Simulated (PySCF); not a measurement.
# B: electron affinity

B⁻ [He] 2s2 2p2 (3P) → B [He] 2s2 2p1 (2P), as a difference of total energies. All numbers are calculated (PySCF 2.14, scalar relativity by spin-free X2C-1e, in aug-cc-pCVTZ-DK with one added diffuse shell each of s, p, d, f type (8s7p5d3f, 75 functions)). Correlated levels: valence: 1s2 frozen; valence and next inner shell: nothing frozen. The calculations carry no spin-orbit coupling.

```json
{"method": "UHF", "electron affinity (eV)": "-0.305", "error (eV)": "-0.585"}
{"method": "PBE", "electron affinity (eV)": "0.709", "error (eV)": "+0.429"}
{"method": "PBE0", "electron affinity (eV)": "0.506", "error (eV)": "+0.226"}
{"method": "r2SCAN", "electron affinity (eV)": "0.640", "error (eV)": "+0.360"}
{"method": "BP86", "electron affinity (eV)": "0.762", "error (eV)": "+0.482"}
{"method": "M06-2X", "electron affinity (eV)": "0.265", "error (eV)": "-0.015"}
{"method": "BHandHLYP", "electron affinity (eV)": "0.185", "error (eV)": "-0.095"}
{"method": "revPBE", "electron affinity (eV)": "0.474", "error (eV)": "+0.194"}
{"method": "MP2 (valence)", "electron affinity (eV)": "0.211", "error (eV)": "-0.069"}
{"method": "SCS-MP2 (valence)", "electron affinity (eV)": "0.061", "error (eV)": "-0.219"}
{"method": "MP2 (valence and next inner shell)", "electron affinity (eV)": "0.210", "error (eV)": "-0.070"}
{"method": "SCS-MP2 (valence and next inner shell)", "electron affinity (eV)": "0.059", "error (eV)": "-0.221"}
```

Reference: 0.280 eV (measured; photodetachment measurements, as compiled on the Wikipedia data page of electron affinities).

Errors of the correlated levels include the incompleteness of this basis and the frozen core.

A negative affinity means that the anion lies above the atom at that level of theory.

In the anion the highest occupied orbital energy is positive at PBE, PBE0, r2SCAN, BP86, M06-2X, BHandHLYP, revPBE, a self-interaction effect; the basis confines that electron, and the energy difference can still be sensible.
